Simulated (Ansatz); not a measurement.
Ideal-gas functions of CH₄SSi (`CS[SiH]`) at 800 K and 1 bar, from an Ansatz frequency run at PBE0-D4/def2-TZVP.

Molar mass 76.2 g/mol, point group Cs (symmetry number 1), electronic degeneracy 1, moments of inertia 28.671, 112.483, 137.977 u Å². Harmonic wavenumbers (cm⁻¹, unscaled): 109, 220, 451, 534, 728, 768, 973, 982, 1345, 1458, 1471, 2044, 3060, 3156, 3159.

Use S(trans) = R[1.5 ln M + 2.5 ln T − 1.1517]; rotational temperatures θ = 24.2544 K / I; S(rot) = R[ln(√π/σ · √(T³/θAθBθC)) + 1.5]; for each mode x = 1.438777 ν̃/T, S = R[x/(eˣ − 1) − ln(1 − e⁻ˣ)] and H = RT x/(eˣ − 1); 1 cm⁻¹ = 0.0119627 kJ/mol; R = 8.31446 J/(mol·K).

Problem. By hand: the entropy, in J/(mol·K).

Solution. Translation 183.4. Rotation: θ = 0.846, 0.2156, 0.1758 K, giving 114.9. Vibration, mode by mode: 21.88, 16.08, 10.28, 8.96, 6.64, 6.26, 4.65, 4.59, 2.74, 2.33, 2.29, 1.01, 0.22, 0.19, 0.19, in all 88.3. Electronic 0.0. Sum 386.6 J/(mol·K).

Problem. By hand: H − E and G − E in kJ/mol, counted from the electronic energy.

Solution. Zero-point energy ½ × 20458 × 0.0119627 = 122.4; thermal vibration 36.2; translation, rotation and pV give 4 RT = 26.6. H − E = 185.2 kJ/mol, and G − E = 185.2 − 800 × 386.6/1000 = -124.1 kJ/mol.

Vibration gives 23 % of the entropy, 21.9 J/(mol·K) of it from the mode under 150 cm⁻¹: soft modes count most, and the harmonic formula is weakest for them.
